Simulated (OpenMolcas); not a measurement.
**The standard entropy of BNH2Cl (SMILES N[B]Cl) from a frequency calculation**

A doublet with charge 0, relaxed at UHF/6-31G* (Cartesian functions) (OpenMolcas 26.06):

```xyz
5

N    -0.3359    0.4138   -0.2574
B    -0.1156   -0.5408    0.7125
Cl    1.3561   -1.5254    0.7741
H    -1.1670    0.9613   -0.2818
H     0.3123    0.6173   -0.9888
```

Harmonic wavenumbers in cm⁻¹: 360, 574, 603, 729, 1086, 1410, 1789, 3805, 3914.

Masses in u: N 14.007, B 10.81, Cl 35.45, H 1.008. Take T = 298.15 K, p = 1 bar, R = 8.3145 J/(mol K), kT/hc = 207.22 cm⁻¹, rigid rotor and harmonic oscillator.

Task: Compute the standard molar entropy.

Result: 
1. Translation (Sackur–Tetrode): S = R[3/2 ln M + 5/2 ln T − 1.1517] with M = 62.283 gives 160.4 J/(mol K).
2. Rotation: principal moments 6.029, 94.105, 100.134 u Å² give A, B, C = 2.796, 0.1791, 0.1684 cm⁻¹; the symmetry number is σ = 1; q = (√π/σ)√((kT/hc)³/ABC) = 18207; S = R(ln q + 3/2) = 94.0.
3. Vibration: with u = ν̃/207.22, each mode gives R[u/(eᵘ − 1) − ln(1 − e⁻ᵘ)]; the sum is 10.1, most from 360 cm⁻¹ (4.7), 574 cm⁻¹ (2.1), 603 cm⁻¹ (1.9).
4. Spin: R ln 2 = 5.8.
5. Sum: 160.4 + 94.0 + 10.1 + 5.8 = 270.3 J/(mol K).

No measured value is set beside it here. One conformer is counted; others would raise S. Unscaled Hartree–Fock wavenumbers run high.
